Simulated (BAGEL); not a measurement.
**CH8BN (SMILES [BH3-][NH2+]C): a chain of runs**

Aim: a single-point energy (HF/def2-SV(P)), then a single-point energy (NEVPT2(2,2)/def2-SV(P)), then the energy (CASPT2(2,2)/def2-SV(P)) of CH8BN. 

The calculation is run with BAGEL 1.2.2.

2 further runs of the same task are left out: 2 set aside as unsound or not needed.

### 1 The system as given

CH8BN: 11 atoms, total charge 0, spin state singlet. SMILES: `[BH3-][NH2+]C`. The B1–H4 distance was set to 2.306 Å, away from the relaxed value. At this shape a bond of the SMILES string is far longer than usual.

Bond lengths: B1–N2 1.626 Å, N2–C3 1.469 Å, B1–H5 1.214 Å, B1–H6 1.214 Å, N2–H7 1.016 Å, N2–H8 1.016 Å, C3–H9 1.089 Å, C3–H10 1.089 Å, C3–H11 1.092 Å. Some angles: B1–N2–C3 114.0°, B1–N2–H7 108.2°, B1–N2–H8 108.2°, C3–N2–H7 109.9°, C3–N2–H8 109.9°, N2–B1–H5 105.4°, N2–B1–H6 105.4°, N2–C3–H9 108.2°, N2–C3–H10 108.2°, N2–C3–H11 111.8°.

### 2 A single-point energy at HF/def2-SV(P) (density fitting with svp-jkfit) (run 1)

File input.json:

```json
{ "bagel": [

{
  "title": "molecule",
  "basis": "def2-sv_p_.json",
  "df_basis": "svp-jkfit",
  "angstrom": false,
  "geometry": [
    { "atom": "B", "xyz": [     0.49664270,     2.01992636,    -0.31904435 ] },
    { "atom": "N", "xyz": [     1.40163254,    -0.87040974,     0.20233109 ] },
    { "atom": "C", "xyz": [     4.15553042,    -1.17956894,     0.36182397 ] },
    { "atom": "H", "xyz": [    -3.85674205,     1.87271859,    -0.46373879 ] },
    { "atom": "H", "xyz": [     1.44774186,     2.60517455,    -2.32328788 ] },
    { "atom": "H", "xyz": [     1.30072117,     3.23974458,     1.45030622 ] },
    { "atom": "H", "xyz": [     0.58149141,    -1.47077573,     1.83033014 ] },
    { "atom": "H", "xyz": [     0.69959929,    -1.98005692,    -1.19738905 ] },
    { "atom": "H", "xyz": [     4.85076067,     0.02418660,     1.87814021 ] },
    { "atom": "H", "xyz": [     4.97888410,    -0.52950315,    -1.40790454 ] },
    { "atom": "H", "xyz": [     4.68843319,    -3.14167157,     0.71312406 ] }
  ]
},

{
  "title": "hf",
  "charge": 0
},

{
  "title": "print",
  "file": "orbitals.molden",
  "orbitals": true
}

]}
```

The basis set def2-SV(P) is read from a file made from the Basis Set Exchange's data (not shown).

On the command line:

```console
$ BAGEL_NUM_THREADS=1 BAGEL input.json > input.out
```

What it wrote:

```text
* using 1 threads per process

  ===============================================================
  ===============================================================

  *** Geometry ***

  { "atom" : "B", "xyz" : [      0.496643,      2.019926,     -0.319044 ] },
  { "atom" : "N", "xyz" : [      1.401633,     -0.870410,      0.202331 ] },
  { "atom" : "C", "xyz" : [      4.155530,     -1.179569,      0.361824 ] },
[... 7 lines of this table left out ...]
  { "atom" : "H", "xyz" : [      4.688433,     -3.141672,      0.713124 ] },

  Number of auxiliary basis functions:      371

  Since a DF basis is specified, we compute 2- and 3-index integrals:
    o Being stored without compression. Storage requirement is 0.010 GB

  Number of basis functions:       58
  Number of electrons      :       26

    * METHOD: MOLECULE                             0.29

  *** RHF ***

  === Nuclear Repulsion ===
    80.5097750794

      * DIIS with orbital gradients will be used.

  === RHF iteration (def2-sv_p_.json) ===
      0       -121.29798374          0.01822061           0.04
      1       -121.39771720          0.00792767           0.03
      2       -121.41320428          0.00230622           0.04
[... 8 lines of this table left out ...]
     11       -121.41501718          0.00000001           0.04
    * SCF iteration converged.

    * Permanent dipole moment:
           (   -2.280856,     2.174171,    -0.454422) a.u.

    * METHOD: HF                                   0.62

    * METHOD: PRINT                                0.01

  ===============================================================
```

Wall time 1.2 s (1 thread of Intel Xeon Platinum 8259CL at 2.50GHz (Skylake/Cascade Lake), shared host); peak memory 0.15 GiB.

### 3 A single-point energy at NEVPT2(2,2)/def2-SV(P) (density fitting with svp-jkfit) (run 2)

File input.json:

```json
{ "bagel": [

{
  "title": "molecule",
  "basis": "def2-sv_p_.json",
  "df_basis": "svp-jkfit",
  "angstrom": false,
  "geometry": [
    { "atom": "B", "xyz": [  0.49664270,  2.01992636, -0.31904435 ] },
    { "atom": "N", "xyz": [  1.40163254, -0.87040974,  0.20233109 ] },
    { "atom": "C", "xyz": [  4.15553042, -1.17956894,  0.36182397 ] },
    { "atom": "H", "xyz": [ -3.85674205,  1.87271859, -0.46373879 ] },
    { "atom": "H", "xyz": [  1.44774186,  2.60517455, -2.32328788 ] },
    { "atom": "H", "xyz": [  1.30072117,  3.23974458,  1.45030622 ] },
    { "atom": "H", "xyz": [  0.58149141, -1.47077573,  1.83033014 ] },
    { "atom": "H", "xyz": [  0.69959929, -1.98005692, -1.19738905 ] },
    { "atom": "H", "xyz": [  4.85076067,  0.02418660,  1.87814021 ] },
    { "atom": "H", "xyz": [  4.97888410, -0.52950315, -1.40790454 ] },
    { "atom": "H", "xyz": [  4.68843319, -3.14167157,  0.71312406 ] }
  ]
},
{
  "title": "hf"
},
{
  "title": "nevpt2",
  "nstate": 1,
  "nact": 2,
  "nclosed": 12,
  "active": [13, 15],
  "maxiter": 200,
  "natocc": true,
  "ncore": 3
},
{
  "title": "print",
  "file": "orbitals.molden",
  "orbitals": true
}

]}
```

The basis set def2-SV(P) is read from a file made from the Basis Set Exchange's data (not shown).

On the command line:

```console
$ BAGEL_NUM_THREADS=1 BAGEL input.json > input.out
```

What it wrote:

```text
* using 1 threads per process

  ===============================================================
  ===============================================================

  *** Geometry ***

  { "atom" : "B", "xyz" : [      0.496643,      2.019926,     -0.319044 ] },
  { "atom" : "N", "xyz" : [      1.401633,     -0.870410,      0.202331 ] },
  { "atom" : "C", "xyz" : [      4.155530,     -1.179569,      0.361824 ] },
[... 7 lines of this table left out ...]
  { "atom" : "H", "xyz" : [      4.688433,     -3.141672,      0.713124 ] },

[... 23 lines left out ...]
    * SCF iteration converged.
[... 1 line left out ...]
    * Permanent dipole moment:
[... 28 lines left out ...]
    * Second-order optimization converged. *
[... 9 lines left out ...]
     * ci vector, state   0, <S^2> = 0.0000
       2.     0.9610474656
       .2    -0.2763833729

  === DF-NEVPT2 calculation ===

    * 3-index integral transformation done
    * assembly done

      NEVPT2 correlation energy:   -0.3637366620      0.18

          (+0)     -0.3382052533
          (+0)'    -0.0055269059
          (+1)     -0.0053403680
          (+1)'    -0.0000000000
          (+2)     -0.0002070484
          (-1)     -0.0133696578
          (-1)'     0.0000000000
          (-2)     -0.0010874286

      NEVPT2 total energy:       -121.8157551651

    * METHOD: NEVPT2                               3.66

    * METHOD: PRINT                                0.02

  ===============================================================
```

Run time: 5.1 s. Hardware: 1 thread of Intel Xeon Platinum 8259CL at 2.50GHz (Skylake/Cascade Lake), shared host; peak memory 0.15 GiB.

### 4 The energy at CASPT2(2,2)/def2-SV(P) (density fitting with svp-jkfit) (run 3)

File caspt2.json:

```json
{ "bagel": [

{
  "title": "molecule",
  "basis": "def2-sv_p_.json",
  "df_basis": "svp-jkfit",
  "angstrom": false,
  "geometry": [
    { "atom": "B", "xyz": [     0.49664270,     2.01992636,    -0.31904435 ] },
    { "atom": "N", "xyz": [     1.40163254,    -0.87040974,     0.20233109 ] },
    { "atom": "C", "xyz": [     4.15553042,    -1.17956894,     0.36182397 ] },
    { "atom": "H", "xyz": [    -3.85674205,     1.87271859,    -0.46373879 ] },
    { "atom": "H", "xyz": [     1.44774186,     2.60517455,    -2.32328788 ] },
    { "atom": "H", "xyz": [     1.30072117,     3.23974458,     1.45030622 ] },
    { "atom": "H", "xyz": [     0.58149141,    -1.47077573,     1.83033014 ] },
    { "atom": "H", "xyz": [     0.69959929,    -1.98005692,    -1.19738905 ] },
    { "atom": "H", "xyz": [     4.85076067,     0.02418660,     1.87814021 ] },
    { "atom": "H", "xyz": [     4.97888410,    -0.52950315,    -1.40790454 ] },
    { "atom": "H", "xyz": [     4.68843319,    -3.14167157,     0.71312406 ] }
  ]
},

{ "title": "hf" },

{ "title": "casscf", "nstate": 1, "nact": 2, "nclosed": 12, "active": [13, 15], "maxiter": 200, "natocc": true },

{ "title": "print", "file": "orbitals.molden", "orbitals": true },

{ "title": "smith", "method": "caspt2", "ms": true, "xms": true, "sssr": true, "shift": 0.2, "shift_imag": true, "ncore": 3 }

]}
```

The basis set def2-SV(P) is read from a file made from the Basis Set Exchange's data (not shown).

On the command line:

```console
$ BAGEL_NUM_THREADS=1 BAGEL caspt2.json > caspt2.out
```

What it wrote:

```text
* using 1 threads per process

  ===============================================================
  ===============================================================

  *** Geometry ***

  { "atom" : "B", "xyz" : [      0.496643,      2.019926,     -0.319044 ] },
  { "atom" : "N", "xyz" : [      1.401633,     -0.870410,      0.202331 ] },
  { "atom" : "C", "xyz" : [      4.155530,     -1.179569,      0.361824 ] },
[... 7 lines of this table left out ...]
  { "atom" : "H", "xyz" : [      4.688433,     -3.141672,      0.713124 ] },

[... 25 lines left out ...]
    * Permanent dipole moment:
[... 37 lines left out ...]
     * ci vector, state   0, <S^2> = 0.0000
[... 21 lines left out ...]
       #      aibj      arbs      arbi      airj      risj      airs      arst      rist         Etot      error   time
[... 8 lines left out ...]
      ------------------------------------------------------------------------------------------------------------------

    * CASPT2 energy : state  0     -121.8175943565
        w/o shift correction       -121.8157336308
        reference weight              0.8914992952

    * METHOD: SMITH                                0.60

  ===============================================================
```

It took 5.1 s on 1 thread of Intel Xeon Platinum 8259CL at 2.50GHz (Skylake/Cascade Lake), shared host; peak memory 0.15 GiB.

### 5 Outcome

| quantity | value |
| --- | --- |
| run 1, HF/def2-SV(P): total energy | -121.41502 Eh |
| run 1, HF/def2-SV(P): dipole moment | 8.09 D |
| run 1, HF/def2-SV(P): HOMO energy | -7.63 eV |
| run 1, HF/def2-SV(P): LUMO energy | 3.22 eV |
| run 1, HF/def2-SV(P): HOMO–LUMO gap | 10.85 eV |
| run 2, NEVPT2(2,2)/def2-SV(P): total energy | -121.81576 Eh |
| run 3, CASPT2(2,2)/def2-SV(P): total energy | -121.81759 Eh |
